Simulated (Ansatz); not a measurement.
# Relaxing SiN

These are results of DFT PBE, scalar-relativistic, plane waves, PAW in Ansatz, not measurements. Cutoff 420 eV, Γ-centred k mesh, Gaussian smearing, no spin polarisation in the final step.

The start puts SiN on the CuAu (L1_0) structure type (P4/mmm, No. 123), with Si in place of Cu, N in place of Au, at a guessed volume.

```
CELL_PARAMETERS angstrom
2.59727 0.00000 0.00000
0.00000 2.59727 0.00000
0.00000 0.00000 3.40428
ATOMIC_POSITIONS crystal
Si 0.50000 0.50000 0.50000
N 0.00000 0.00000 0.00000
```

Cell and atoms relax at zero pressure; the relaxation can't lower the symmetry of the start. After a coarse first stage the cell is made exact in the group found at 0.06 Å.

Formation energies are uncorrected and refer to the elements' standard structures at the same level (N₂ as a molecule).

Q: Describe the relaxed structure.

A: It ends in Pm-3m (No. 221). The result has the caesium chloride structure. Conventional cell: a = 2.613 Å. Around Si lie 8 N at 2.26 Å and 6 Si at 2.61 Å; N has 8 Si at 2.26 Å and 6 N at 2.61 Å.

```cif
data_structure
_symmetry_space_group_name_H-M 'Pm-3m'
_symmetry_Int_Tables_number 221
_cell_length_a 2.6133
_cell_length_b 2.6133
_cell_length_c 2.6133
_cell_angle_alpha 90.000
_cell_angle_beta 90.000
_cell_angle_gamma 90.000
_cell_volume 17.85
loop_
_atom_site_label
_atom_site_type_symbol
_atom_site_symmetry_multiplicity
_atom_site_Wyckoff_symbol
_atom_site_fract_x
_atom_site_fract_y
_atom_site_fract_z
_atom_site_occupancy
Si1 Si 1 b 0.50000 0.50000 0.50000 1
N1 N 1 a 0.00000 0.00000 0.00000 1
```

Q: What are its volume, energy, density and gap?

A: The volume per atom is 8.92 Å³ and the density is 3.92 g/cm³. The energy over the elements is 1.23 eV/atom and the gap on the 22×22×22 mesh is 0 eV (a metal).

The final run used a 22×22×22 mesh on its 2-atom cell and 0.10 eV smearing. For metals, differences of a few meV/atom aren't resolved. Symmetry constrained the relaxation, so the result can be a saddle point.

Cost: 3 runs of about 0.3 core-minutes in all, on Intel Xeon 6975P-C (Granite Rapids) (shared hosts).